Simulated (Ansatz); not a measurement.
# SiH₅ (doublet): wave-function methods side by side at distance H1–H2 along a hydrogen transfer = 0.830 Å, cc-pVTZ

The task here is to estimate one member of a computed series from the others.

Method: cc-pVTZ, core rule «outside noble gas», up to 5 orbitals frozen; program: Ansatz 0.2.0, Gaussian basis.

Plan: UHF; CCSD(T) on ROHF; CCSD(T) on UHF; BCCD(T) on ROHF; CCSDT(Q) on ROHF; CCSDT(Q) on UHF; CASSCF and NEVPT2, 3 electrons in 3 orbitals; CASSCF and NEVPT2, 9 electrons in 9 orbitals.

**The geometry**

The geometry derives from fragments relaxed apart (PBE0/def2-TZVP) and kept rigid, so it is no stationary point. A hydrogen atom is moved between rigid fragments.

6 atoms, charge 0, spin multiplicity 2.

Atoms are counted from 1 here; the program's logs count them from 0.

Bond lengths: H1–H2 0.830 Å, Si3–H4 1.486 Å, Si3–H5 1.486 Å, Si3–H6 1.486 Å. Angles: H4–Si3–H5 111.3°, H4–Si3–H6 111.3°, H5–Si3–H6 111.3°.

Set-up of the first run:

Contents of in.yaml:

```yaml
crystal:
  periodic: [false, false, false]
  atoms:
    - {symbol: H, position_ang: [-2.678089, 0.000000, -0.000001]}
    - {symbol: H, position_ang: [-1.848089, 0.000000, -0.000001]}
    - {symbol: Si, position_ang: [0.102911, 0.000000, 0.000000]}
    - {symbol: H, position_ang: [0.552884, -1.416253, 0.000000]}
    - {symbol: H, position_ang: [0.552885, 0.708126, -1.226511]}
    - {symbol: H, position_ang: [0.552884, 0.708127, 1.226511]}
basis:
  gaussian: {orbitals: cc-pVTZ}
magnetization: {spin_polarized: true, initial_magnetization: 1}
hamiltonian: {xc: hf}
output: {orbitals: {seedname: orbitals}}
```

Launch:

```console
$ ansatz run in.yaml --threads 1 --pin off --events-out ev --progress --plain --max-ram 4096MiB --backend cpu
```

Among the steps run: UHF; CCSD(T) on ROHF; CCSD(T) on UHF; BCCD(T) on ROHF; CCSDT(Q) on ROHF; CCSDT(Q) on UHF; CASSCF and NEVPT2, 3 electrons in 3 orbitals; CASSCF and NEVPT2, 9 electrons in 9 orbitals.

One table of the session follows, with a row left open; its other results are not shown here.

It belongs to the step «Misses and costs». 

| method | from UCCSDT(Q) (kcal/mol) |
| --- | --- |
| ROHF | +125.84 |
| UHF | +122.84 |
| RMP2 | +25.14 |
| UMP2 | +25.24 |
| RCCSD | +3.51 |
| UCCSD | +3.46 |
| RCCSD(T) | +0.66 |
| UCCSD(T) | +0.66 |
| BCCD(T) | +0.66 |
| RCCSDT | +0.09 |
| UCCSDT | +0.08 |
| RCCSDT(Q) | +0.02 |
| UCCSDT(Q) | 0 |
| CASSCF pair | +112.65 |
| NEVPT2 pair | ? |
| CASSCF valence | +85.22 |
| NEVPT2 valence | +25.65 |

**Question.** Estimate the row for NEVPT2 pair.

**Answer.** from UCCSDT(Q) (kcal/mol): +24.64. In the column «from UCCSDT(Q) (kcal/mol)» it lies between RCCSD (+3.51) and RMP2 (+25.14).

Caveats from the session: Restricted and unrestricted rows rest on different reference determinants; where their highest levels disagree by more than a few hundredths of an eV, they describe different states and don't form one ladder.
